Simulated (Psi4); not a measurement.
# AlNH2Cl (SMILES [NH2][Al][Cl]) at 4 levels

Aim: a comparison of 4 runs (UHF/6-31G**, UHF/def2-SVP, UPBE0/def2-SVP, UCCSD/6-31G) of AlNH2Cl. 

The results are computed with Psi4 1.11.

6 further runs of the same task are left out: 4 that didn't finish, 2 set aside as unsound or not needed.

### 1 Starting point

AlNH2Cl has 5 atoms, charge 0, and is taken as a doublet. As SMILES, `[NH2][Al][Cl]`. The coordinates come from a PBE0-D4/def2-TZVP relaxation. This is one conformer, not always the lowest.

Bond lengths: N1–Al2 1.765 Å, Al2–Cl3 2.116 Å, N1–H4 1.007 Å, N1–H5 1.009 Å. Angles: N1–Al2–Cl3 116.7°, Al2–N1–H4 124.9°, Al2–N1–H5 124.1°, H4–N1–H5 111.0°.

### 2 Energy and gradient at UHF/6-31G(d,p) (spherical functions) (run 1)

The input, job.json:

```json
{
 "schema_name": "qcschema_input",
 "schema_version": 1,
 "molecule": {
  "schema_name": "qcschema_molecule",
  "schema_version": 2,
  "symbols": ["N", "Al", "Cl", "H", "H"],
  "geometry": [-1.03821553, 0.87248655, -0.43841646, 0.76080374, -0.55104414, 1.98251168, 3.60370772, -3.11748119, 0.83299128, -2.44454971, 2.12272936, -0.15779213, -0.7872599, 0.53422558, -2.29771799],
  "molecular_charge": 0,
  "molecular_multiplicity": 2,
  "fix_symmetry": "c1",
  "fix_com": true,
  "fix_orientation": true
 },
 "driver": "gradient",
 "model": {
  "method": "scf",
  "basis": "6-31G**"
 },
 "keywords": {
  "reference": "uhf",
  "puream": true,
  "e_convergence": 1e-09,
  "d_convergence": 1e-08,
  "scf_type": "pk",
  "maxiter": 200,
  "scf_properties": ["WIBERG_LOWDIN_INDICES", "QUADRUPOLE", "DIPOLE"]
 }
}
```

Run with:

```console
psi4 --qcschema job.json -n 1 --memory 1600MB
```

stdout:

```text
[...]
  Running in c1 symmetry.
[...]
  Nuclear repulsion =  119.524169408045751
[...]
  Multiplicity = 2
[...]
  Nalpha       = 20
  Nbeta        = 19
[...]
    Number of basis functions: 60
[...]
   @UHF iter   1:  -756.96943914451265   -6.61566e-01   7.89386e-03 DIIS/ADIIS
[...]
   @UHF iter  14:  -757.08406198639977   -7.95808e-13   4.40287e-09 DIIS
[...]
   @S^2 Observed:                7.529848218E-01
[...]
  @UHF Final Energy:  -757.08406198639977
   => Energetics <=
    Nuclear Repulsion Energy =            119.5241694080457506
    One-Electron Energy =               -1286.4782954182987851
    Two-Electron Energy =                 409.8700640238532742
    Total Energy =                       -757.0840619863997745
  UHF NO Occupations:
  HONO-2 :   18  A 1.9993901
  HONO-1 :   19  A 1.9992886
[...]
  -Total Gradient:
     Atom            X                  Y                   Z
    ------   -----------------  -----------------  -----------------
       1        0.005445206848    -0.004178071342     0.009243818584
       2        0.002530965068    -0.002396299910    -0.002812371010
       3       -0.002667694909     0.002436191218     0.001558570185
       4       -0.007261539266     0.006477047122     0.001872727185
       5        0.001953062256    -0.002338867072    -0.009862744946
[...]
```

The result, in JSON:

```text
{
 "driver": "gradient",
 "model": {
  "method": "scf",
  "basis": "6-31G**"
 },
 "success": true,
 "return_result": [0.005445206847610434, -0.004178071342243295, 0.009243818583941826, 0.002530965068301874, -0.002396299909603168, -0.0028123710102108124, -0.0026676949089224355, 0.0024361912184258927, 0.0015585701848235614, -0.00726153926639278, 0.006477047121556723, 0.0018727271845353569, 0.0019530622561585928, -0.0023388670723476918, -0.00986274494577355],
 "properties": {
  "calcinfo_nbasis": 60,
  "calcinfo_nmo": 60,
  "calcinfo_nalpha": 20,
  "calcinfo_nbeta": 19,
  "calcinfo_natom": 5,
  "nuclear_repulsion_energy": 119.52416940804575,
  "return_energy": -757.0840619863998,
  "return_gradient": [0.005445206847610434, -0.004178071342243295, 0.009243818583941826, 0.002530965068301874, -0.002396299909603168, -0.0028123710102108124, -0.0026676949089224355, 0.0024361912184258927, 0.0015585701848235614, -0.00726153926639278, 0.006477047121556723, 0.0018727271845353569, 0.0019530622561585928, -0.0023388670723476918, -0.00986274494577355],
  "scf_one_electron_energy": -1286.4782954182988,
  "scf_two_electron_energy": 409.8700640238533,
  "scf_dipole_moment": [-0.8524344497951546, 0.7515545518379696, 0.06524591042555272],
  "scf_total_energy": -757.0840619863998,
  "scf_total_gradient": [0.005445206847610434, -0.004178071342243295, 0.009243818583941826, 0.002530965068301874, -0.002396299909603168, -0.0028123710102108124, -0.0026676949089224355, 0.0024361912184258927, 0.0015585701848235614, -0.00726153926639278, 0.006477047121556723, 0.0018727271845353569, 0.0019530622561585928, -0.0023388670723476918, -0.00986274494577355],
  "scf_iterations": 14
 }
}
```

It took 4.5 s on 1 thread of Intel Xeon 6975P-C (Granite Rapids), shared host; peak memory 0.21 GiB.

### 3 Energy and gradient at UHF/def2-SVP (run 2)

The input, run.py:

```python
import psi4

psi4.set_memory('1600 MB')
psi4.set_num_threads(1)
psi4.core.set_output_file('output.dat', False)

molecule = psi4.geometry("""
0 2
N
Al 1 1.764931
Cl 2 2.116054 1 116.66369
H 1 1.006777 2 124.89908 3 179.97292
H 1 1.008829 4 110.96273 2 179.98219
units angstrom
symmetry c1
no_reorient
no_com
""")

psi4.set_options({
    'basis': 'def2-SVP',
    'reference': 'uhf',
    'puream': True,
    'e_convergence': 1e-09,
    'd_convergence': 1e-08,
    'scf_type': 'pk',
    'maxiter': 200,
})

E, wfn = psi4.gradient('scf', return_wfn=True)
print('gradient / Eh bohr^-1')
print(E.np.round(6))
print(f'energy = {wfn.energy():.10f} Eh')
```

Run with:

```console
python run.py
```

output.dat:

```text
[...]
  Running in c1 symmetry.
[...]
  Nuclear repulsion =  119.524170795089432
[...]
  Multiplicity = 2
[...]
  Nalpha       = 20
  Nbeta        = 19
[...]
    Number of basis functions: 60
[...]
   @UHF iter   1:  -756.73335982243350   -6.56954e-01   7.99871e-03 ADIIS/DIIS
[...]
   @UHF iter  13:  -756.84971409772481   -1.13687e-11   9.75374e-09 DIIS
[...]
   @S^2 Observed:                7.528033649E-01
[...]
  @UHF Final Energy:  -756.84971409772481
   => Energetics <=
    Nuclear Repulsion Energy =            119.5241707950894323
    One-Electron Energy =               -1286.2142785174860364
    Two-Electron Energy =                 409.8403936246716626
    Total Energy =                       -756.8497140977249273
  UHF NO Occupations:
  HONO-2 :   18  A 1.9994310
  HONO-1 :   19  A 1.9993473
[...]
  -Total Gradient:
     Atom            X                  Y                   Z
    ------   -----------------  -----------------  -----------------
       1        0.000005280612     0.000580221734     0.003400214028
       2        0.000001747763    -0.003298472163     0.001430732087
       3       -0.000002025436     0.003114802983    -0.001471368998
       4       -0.000006281147     0.004843446184    -0.001672350201
       5        0.000001278208    -0.005239998741    -0.001687226902
[...]
```

Standard output:

```text
gradient / Eh bohr^-1
[[ 5.000e-06  5.800e-04  3.400e-03]
 [ 2.000e-06 -3.298e-03  1.431e-03]
 [-2.000e-06  3.115e-03 -1.471e-03]
 [-6.000e-06  4.843e-03 -1.672e-03]
 [ 1.000e-06 -5.240e-03 -1.687e-03]]
energy = -756.8497140977 Eh
```

Wall time 2.1 s (1 thread of Intel Xeon 6975P-C (Granite Rapids), shared host); peak memory 0.21 GiB.

Run 3 isn't shown in full; the table further down has it.

### 4 A single-point energy at UCCSD/6-31G (run 4)

The input, alclh2n.dat:

```
memory 1600 mb

molecule molecule1 {
  0 2
  N     -0.549400     0.461700    -0.232000
  Al     0.402600    -0.291600     1.049100
  Cl     1.907000    -1.649700     0.440800
  H     -1.293600     1.123300    -0.083500
  H     -0.416600     0.282700    -1.215900
  symmetry c1
}

set {
  reference       uhf
  puream          true
  e_convergence   1e-09
  d_convergence   1e-08
  scf_type        pk
  num_frozen_docc 11
  maxiter         200
}

E = energy("ccsd/6-31G")
```

Run with:

```console
psi4 -n 1 alclh2n.dat alclh2n.out
```

alclh2n.out:

```text
[...]
  Running in c1 symmetry.
[...]
  Nuclear repulsion =  119.524169334353630
[...]
  Multiplicity = 2
[...]
  Nalpha       = 20
  Nbeta        = 19
[...]
    Number of basis functions: 39
[...]
   @UHF iter   1:  -756.91119901841898   -6.03326e-01   1.20065e-02 DIIS/ADIIS
[...]
   @UHF iter  13:  -757.02423980272727   -2.16005e-12   6.39248e-09 DIIS
[...]
   @S^2 Observed:                7.535446656E-01
[...]
  @UHF Final Energy:  -757.02423980272727
   => Energetics <=
    Nuclear Repulsion Energy =            119.5241693343536298
    One-Electron Energy =               -1285.9070881307520722
    Two-Electron Energy =                 409.3586789936711057
    Total Energy =                       -757.0242398027272657
  UHF NO Occupations:
  HONO-2 :   18  A 1.9993805
  HONO-1 :   19  A 1.9989519
[...]
 Multipole Moments:
 ------------------------------------------------------------------------------------
     Multipole            Electronic (a.u.)      Nuclear  (a.u.)        Total (a.u.)
 ------------------------------------------------------------------------------------
 L = 1.  Multiply by 2.5417464519 to convert [e a0] to [Debye]
 Dipole X            :          2.6783406           -3.7462745           -1.0679339
 Dipole Y            :         -2.1678117            3.1189524            0.9511406
 Dipole Z            :          2.8409963           -2.6086102            0.2323861
 Magnitude           :                                                    1.4488460
[...]
      * MP2 total energy                      = -757.198538045955161
[...]
      * CCSD total energy                     = -757.215745001566233
[...]
```

Run time: 5.7 s. Hardware: 1 thread of Intel Xeon 6975P-C (Granite Rapids), shared host; peak memory 0.2 GiB.

### 5 Overview of the runs

```tsv
run	level	integration grid	task	energy (Eh)	dipole moment (D)	HOMO energy (eV)	LUMO energy (eV)	wall time
1	UHF/6-31G** (spherical functions)	–	gradient	-757.084062	2.89	-8.81	0.76	4.5 s
2	UHF/def2-SVP	–	gradient	-756.849714	2.55	-8.68	0.83	2.1 s
3	UPBE0/def2-SVP	99 radial × 590 angular	gradient	-758.056198	2.46	-6.00	-2.54	16 s
4	UCCSD/6-31G	–	energy	-757.215745	–	-8.99	0.38	5.7 s
```

### 6 Results

```
                                                         quantity          value
                                              run 4: total energy  -757.21575 Eh
run 4: HOMO energy (Hartree–Fock orbitals) (highest over α and β)       -8.99 eV
 run 4: LUMO energy (Hartree–Fock orbitals) (lowest over α and β)        0.38 eV
              run 4: correlation energy (11 core orbitals frozen)     -191.5 mEh
                         run 4: ⟨S²⟩ of the reference determinant          0.754
                                             run 4: T1 diagnostic          0.024
```

What this shows: Over runs 1, 2, 3 the dipole moment (its size) runs from 2.46 D (UPBE0/def2-SVP) to 2.89 D (UHF/6-31G**). The two ends differ in method and basis. All runs together took 28 s, the longest 16 s.
